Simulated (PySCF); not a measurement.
Screening by computed properties: pick the candidate that meets the target.

Each SMILES stands for a single optimised conformer of the isolated species, non-relativistic unless stated; the electronic structure was computed with PySCF and density fitting.

Dipoles, sizes and rotational constants follow the conformer. The torsions of the flexible species, by atom-mapped SMILES:
- `[CH2:1]=[CH:2][C@H:3]([CH3:4])[NH2+:5][CH3:6]`: C1–C2–C3–C4 -122°, C2–C3–N5–C6 -166°
- `[CH2:1]=[CH:2][N+:3]([CH3:4])([CH3:5])[CH3:6]`: C1–C2–N3–C4 -122°
- `[CH3:1][NH2+:2][CH2:3][CH:4]1[CH2:5][CH2:6]1`: C1–N2–C3–C4 -176°, N2–C3–C4–C5 74°

Question: Wanted: lowest triplet excitation (Tamm–Dancoff) above 5 eV (TDA CAM-B3LYP/def2-SVPD) and electronic spatial extent ⟨r²⟩ about the centre of nuclear charge above 700 bohr² (CAM-B3LYP/def2-SVPD), at GFN2-xTB geometries. Which candidate meets both?
A. `C=C[C@H](C)[NH2+]C`
B. `C[N+]1(C)CCC1`
C. `C[NH2+]CC1CC1`
D. `[N+](C)(C)(C=C)C`
E. `C[PH](C)(C)C`

Answer: C. Computed values:
```
           species  lowest triplet excitation (Tamm–Dancoff)  electronic spatial extent ⟨r²⟩ about the centre of nuclear charge
C=C[C@H](C)[NH2+]C                                   4.51 eV                                                          738 bohr²
  [N+](C)(C)(C=C)C                                   4.69 eV                                                          595 bohr²
      C[PH](C)(C)C                                   5.30 eV                                                          650 bohr²
     C[NH2+]CC1CC1                                   7.57 eV                                                          787 bohr²
     C[N+]1(C)CCC1                                   9.40 eV                                                          552 bohr²
```

Question: Wanted: HOMO–LUMO gap above 10.6 eV (CAM-B3LYP/def2-SVPD) and HOMO energy below -15 eV (CAM-B3LYP/def2-SVPD), at GFN2-xTB geometries. Which candidate meets both?
A. `C[PH](C)(C)C`
B. `C[N+]1(C)CCC1`
C. `[N+](C)(C)(C=C)C`
D. `C=C[C@H](C)[NH2+]C`
E. `C[NH2+]CC1CC1`

Answer: B. Computed values:
```csv
species,HOMO–LUMO gap,HOMO energy
C[PH](C)(C)C,8.20 eV,-6.97 eV
C=C[C@H](C)[NH2+]C,10.04 eV,-13.59 eV
C[NH2+]CC1CC1,10.48 eV,-14.13 eV
[N+](C)(C)(C=C)C,10.82 eV,-14.41 eV
C[N+]1(C)CCC1,12.97 eV,-15.94 eV
```
